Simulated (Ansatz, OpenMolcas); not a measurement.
C3H3N (E-propargylimine): from total energies to a heat of formation

C3H3N: 7 atoms, total charge 0, spin state singlet. As SMILES, `[H]/N=C/C#C`. The shape is that of a PBE0-D4/def2-TZVP optimisation.

Total energies at B3LYP/6-31G* (Cartesian functions) (OpenMolcas 26.06); the atoms run unrestricted:

| species | state | energy (Eh) |
| --- | --- | --- |
| C3H3N | singlet | -170.770860 |
| H | doublet | -0.500273 |
| N | quartet | -54.584489 |
| C | triplet | -37.846280 |

Harmonic wavenumbers at PBE0-D4/def2-TZVP, in cm⁻¹: 233, 301, 622, 693, 707, 827, 943, 1116, 1245, 1417, 1700, 2232, 3055, 3479, 3489.

Measured heats of formation of the gaseous atoms at 298.15 K, in kJ/mol: H 218.0, N 472.4, C 716.9. Take 1 Eh = 2625.50 kJ/mol, 1 cm⁻¹ = 0.0119627 kJ/mol, RT = 2.479 kJ/mol.

Question: What heat of formation follows?

Answer: 
1. Electronic atomisation energy: 3 × (-0.500273) + (-54.584489) + 3 × (-37.846280) − (-170.770860) = 1.146712 Eh = 3010.7 kJ/mol.
2. Zero-point energy: half the sum of the wavenumbers, 11029.5 cm⁻¹ = 131.9 kJ/mol.
3. Thermal vibrational enthalpy, Σ hcν̃/(exp(hcν̃/kT) − 1): 3.9 kJ/mol. Translation, rotation and pV of a non-linear molecule: 4 RT = 9.9 kJ/mol.
4. The 7 free atoms carry 5/2 RT each: 43.4 kJ/mol.
5. Spin-orbit coupling lowers the free atoms by 3 × 0.02 = 0.1 kJ/mol.
6. Atomisation enthalpy at 298 K: 3010.7 − 0.1 − 131.9 − 3.9 − 9.9 + 43.4 = 2908.3 kJ/mol.
7. Sum of the atoms' heats of formation: 3277.1 kJ/mol. Heat of formation: 3277.1 − 2908.3 = +368.8 kJ/mol.

No measured value is set beside it here. Anharmonicity and any spin-orbit splitting of the molecule are left out.
